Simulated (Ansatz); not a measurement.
Input file:

```yaml
crystal:
  periodic: [false, false, false]
  atoms:
    - {symbol: S, position_ang: [-0.037272, -0.000394, -0.086548]}
    - {symbol: H, position_ang: [2.416166, 0.025692, 1.483653]}
    - {symbol: H, position_ang: [-0.625820, 0.987061, 0.634865]}
    - {symbol: H, position_ang: [-0.604639, -1.000227, 0.634785]}
basis:
  gaussian: {orbitals: cc-pVDZ}
total_charge: 1
correlation: {method: fic_mrcisd_q, electrons: outside_noble_gas, active_space: {window: {electrons: 2, orbitals: 2}}}
accuracy: high
scf: {lower_state_search: off}
magnetization: {spin_polarized: true, initial_magnetization: 0}
```

```sh
$ ansatz run in.yaml --threads 1 --pin off --events-out ev --progress --plain --max-ram 2393MiB
```

Problem. How does this run end?

Solution. Refused. The input was made wrong on purpose (active space on unrestricted orbitals), so the run isn't a sound calculation of what was asked.
```
Error: invalid value for `correlation.active_space`: it starts from restricted Hartree–Fock orbitals; set hamiltonian.xc: hf without magnetization.spin_polarized
```
